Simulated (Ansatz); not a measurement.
Born–Oppenheimer molecular dynamics of H₅OPSi (8 atoms, charge 0, multiplicity 1). It starts from a relaxed structure.

All numbers below come from Ansatz, UHF/def2-SVP.

| Quantity | Value |
| --- | --- |
| ensemble | NVT, Langevin thermostat |
| time step | 0.5 fs |
| steps asked | 100 |
| set temperature | 1500 K |
| friction | 0.005 /fs |
| seed | 655713 |

First frame:

```xyz
8
Properties=species:S:1:pos:R:3
Si -0.773 0.928 -0.527
O 0.373 -0.204 -0.170
P 0.850 -1.123 1.107
H -1.877 0.302 -1.286
H -0.153 1.989 -1.343
H -1.316 1.511 0.722
H 2.248 -1.054 0.918
H 0.741 -2.406 0.522
```

Task: How far do the bonds stretch over the last three quarters of this one trajectory? (Pairs bonded in most of those frames.)

Result: 
| bond | mean (Å) | spread (Å) | shortest | longest |
| --- | --- | --- | --- | --- |
| Si1–O2 | 1.663 | 0.073 | 1.56 | 1.75 |
| Si1–H4 | 1.496 | 0.107 | 1.32 | 1.66 |
| Si1–H5 | 1.481 | 0.034 | 1.42 | 1.53 |
| Si1–H6 | 1.491 | 0.041 | 1.42 | 1.55 |
| O2–P3 | 1.659 | 0.067 | 1.58 | 1.77 |
| P3–H7 | 1.443 | 0.077 | 1.32 | 1.55 |
| P3–H8 | 1.421 | 0.021 | 1.38 | 1.46 |

Mean temperature of the second half: 740 K. The mean temperature of the second half is 51 % below the set value. A run of 0.05 ps of so small a system gives no equilibrium averages.

Time of the run: 110 s on 1 thread of Arm Neoverse V1, with other jobs on the host, peak memory 0.16 GiB.
